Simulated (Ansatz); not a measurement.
# AlH₃SSi: small, medium and large basis sets

One table from this session's results is given with a row withheld; the runs are named, their logs left out.

The runs use Ansatz 0.2.0, Gaussian basis; one geometry, several basis sets.

The runs, in order: PBE0-D4/def2-SVP; ωB97M-V/def2-SVP; PBE0-D4/def2-QZVPP; ωB97M-V/def2-QZVPP; the functionals' def2-TZVPP values are taken from earlier runs.

## The geometry

The geometry comes from an earlier relaxation with PBE0-D4 in a triple-zeta def2 set; it is a stationary point.

6 atoms, charge 0, spin multiplicity 1.

Atoms are counted from 1 here; the program's logs count them from 0.

Bond lengths: Al1–Si2 2.318 Å, Al1–S3 2.171 Å, Al1–H4 1.572 Å, Si2–S3 2.201 Å, Si2–H5 1.487 Å, Si2–H6 1.487 Å. Angles: Si2–Al1–S3 58.6°, Si2–Al1–H4 165.3°, S3–Al1–H4 136.1°, Al1–Si2–S3 57.3°, Al1–Si2–H5 125.2°, Al1–Si2–H6 125.2°, S3–Si2–H5 112.5°, S3–Si2–H6 112.5°, H5–Si2–H6 108.7°, Al1–S3–Si2 64.0°.

The first run:

in.yaml

```yaml
crystal:
  periodic: [false, false, false]
  atoms:
    - {symbol: Al, position_ang: [-1.021736, -0.745368, -0.595012]}
    - {symbol: Si, position_ang: [0.854449, 0.186327, 0.397591]}
    - {symbol: S, position_ang: [-0.918079, 1.374855, -0.142191]}
    - {symbol: H, position_ang: [-2.078317, -1.714965, -1.239595]}
    - {symbol: H, position_ang: [2.076217, 0.627536, -0.325152]}
    - {symbol: H, position_ang: [1.129667, 0.207515, 1.858259]}
basis:
  gaussian: {orbitals: def2-SVP}
hamiltonian: {xc: pbe0, dispersion: d4}
output: {orbitals: {seedname: orbitals}}
```

The run is started by

```console
> ansatz run in.yaml --threads 2 --pin off --events-out ev --progress --plain --max-ram 4352MiB
```

Steps of the session up to this table: PBE0-D4 in def2-SVP; ωB97M-V in def2-SVP; PBE0-D4 in def2-QZVPP; ωB97M-V in def2-QZVPP.

One of the session's tables, all rows but one given; the rest of the session is left out.

It belongs to the step «Density functionals: the series». 

| functional | basis | HOMO (eV) | LUMO (eV) |
| --- | --- | --- | --- |
| PBE0-D4 | def2-SVP | -6.68 | -1.74 |
| PBE0-D4 | def2-TZVPP | ? | ? |
| PBE0-D4 | def2-QZVPP | -6.66 | -1.83 |
| ωB97M-V | def2-SVP | -8.55 | 0.03 |
| ωB97M-V | def2-TZVPP | -8.56 | -0.11 |
| ωB97M-V | def2-QZVPP | -8.58 | -0.23 |

**Question.** Estimate the row for PBE0-D4, def2-TZVPP.

The run gave: HOMO (eV): -6.65; LUMO (eV): -1.80. In the column «HOMO (eV)» it is the highest.
